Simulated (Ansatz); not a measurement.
**C₂H₅Si radical: a ladder of functionals and wavefunction methods**

Aim: compute C₂H₅Si radical with functionals from several rungs and with coupled cluster, and see how far each lands from CCSD(T) at the basis-set limit for the atomisation energy.

The runs use Ansatz 0.2.0, Gaussian basis; functionals in def2-TZVPP, the program's frozen cores in correlated methods.

Plan: LDA (SPW92), PBE-D4, revPBE-D4, BLYP-D4, r2SCAN-D4, B97M-V, PBE0-D4, B3LYP-D4, r2SCANh-D4, r2SCAN0-D4, HSE06-D4, BHLYP-D4, CAM-B3LYP-D4, LC-ωPBE, ωB97X-V, ωB97M-V, B2PLYP, PBE-QIDH; CCSD(T)/def2-SVP; CCSD(T)/def2-TZVPP; CCSD(T)/def2-QZVPP; extrapolation to the limit; RPA on PBE.

### Step 1. The relaxed structure

All runs share one geometry, relaxed beforehand with PBE0-D4 in a triple-zeta def2 set.

SMILES `[CH]=C[SiH3]`, 8 atoms, charge 0, spin multiplicity 2.

Atoms are counted from 1 here; the program's logs count them from 0.

Bond lengths: C1–C2 1.302 Å, C1–H4 1.082 Å, C2–Si3 1.869 Å, C2–H5 1.098 Å, Si3–H6 1.488 Å, Si3–H7 1.488 Å, Si3–H8 1.483 Å. Angles: C2–C1–H4 139.4°, C1–C2–Si3 122.1°, C1–C2–H5 119.7°, Si3–C2–H5 118.2°, C2–Si3–H6 109.9°, C2–Si3–H7 109.8°, C2–Si3–H8 109.7°, H6–Si3–H7 107.8°, H6–Si3–H8 109.8°, H7–Si3–H8 109.8°.

### Step 2. LDA

This LDA is Slater exchange with PW92 correlation.

File in.yaml:

```yaml
crystal:
  periodic: [false, false, false]
  atoms:
    - {symbol: C, position_ang: [-1.220677, 0.231708, -1.171380]}
    - {symbol: C, position_ang: [-0.100542, 0.518421, -0.572082]}
    - {symbol: Si, position_ang: [0.551702, -0.497669, 0.854169]}
    - {symbol: H, position_ang: [-1.837933, 0.600214, -1.979882]}
    - {symbol: H, position_ang: [0.488599, 1.382819, -0.904110]}
    - {symbol: H, position_ang: [0.703571, 0.361691, 2.059083]}
    - {symbol: H, position_ang: [1.892549, -1.044645, 0.513129]}
    - {symbol: H, position_ang: [-0.385168, -1.609639, 1.145372]}
basis:
  gaussian: {orbitals: def2-TZVPP}
magnetization: {spin_polarized: true, initial_magnetization: 1}
hamiltonian: {xc: lda}
output: {orbitals: {seedname: orbitals}}
```

On the command line:

```sh
ansatz run in.yaml --threads 2 --pin off --events-out ev --progress --plain --max-ram 22528MiB --backend cpu
```

After this run come: PBE-D4 (GGA); revPBE-D4 (GGA); BLYP-D4 (GGA); r2SCAN-D4 (meta-GGA); B97M-V (meta-GGA); B3LYP-D4 (hybrid); r2SCANh-D4 (hybrid); r2SCAN0-D4 (hybrid); HSE06-D4 (hybrid); BHLYP-D4 (hybrid); CAM-B3LYP-D4 (range-separated); LC-ωPBE (range-separated); ωB97X-V (range-separated); ωB97M-V (range-separated); B2PLYP (double hybrid); PBE-QIDH (double hybrid); CCSD(T) in def2-SVP; CCSD(T) in def2-TZVPP; CCSD(T) in def2-QZVPP; RPA on PBE orbitals.

Before running them: what should the planned runs give, taken together? Wanted: atomisation energy, CCSD(T)/CBS; farthest beyond LDA; mean size of error, GGA; mean size of error, meta-GGA; mean size of error, hybrid; mean size of error, range-separated; mean size of error, double hybrid; gap, smallest and largest; T1 diagnostic.

As calculated:

| quantity | value |
| --- | --- |
| atomisation energy, CCSD(T)/CBS | 2747.6 kJ/mol |
| functionals within 13.7 kJ/mol (0.5 %) | revPBE-D4, BLYP-D4, PBE0-D4, r2SCANh-D4, r2SCAN0-D4, HSE06-D4, LC-ωPBE, ωB97X-V, ωB97M-V |
| farthest beyond LDA | PBE-D4 (+42.8 kJ/mol) |
| mean size of error, GGA | 18.6 kJ/mol |
| mean size of error, meta-GGA | 21.8 kJ/mol |
| mean size of error, hybrid | 16.5 kJ/mol |
| mean size of error, range-separated | 12.4 kJ/mol |
| mean size of error, double hybrid | 16.6 kJ/mol |
| gap, smallest and largest | 1.59 eV (LDA (SPW92)), 10.18 eV (LC-ωPBE) |
| T1 diagnostic | 0.0340 |
| triples share of the correlation energy | 4.0 % |

In words: LDA overbinds by 346.4 kJ/mol (13 %). PBE-D4 misses by +42.8 kJ/mol. Double hybrids carry the basis error of their MP2 part in triple zeta, and no dispersion term here, so their miss is partly the set-up's. By mean error the best rung here is range-separated (12.4 kJ/mol) and the worst beyond LDA is meta-GGA (21.8 kJ/mol). The gap between the best rungs is small, so their order is not settled. Misses under about 13.7 kJ/mol are within the doubt on the reference itself, which lacks core-valence correlation, relativity and higher excitations. Hartree-Fock recovers 76 % of the binding; the rest is correlation. CCSD(T) in def2-SVP is off by -135.1 kJ/mol, more than most functionals: a good method in a small basis is no reference. Orbital gaps span 1.6 to 10.2 eV; exact exchange widens them. The UHF reference is spin-contaminated (⟨S²⟩ = 0.92 against 0.75).
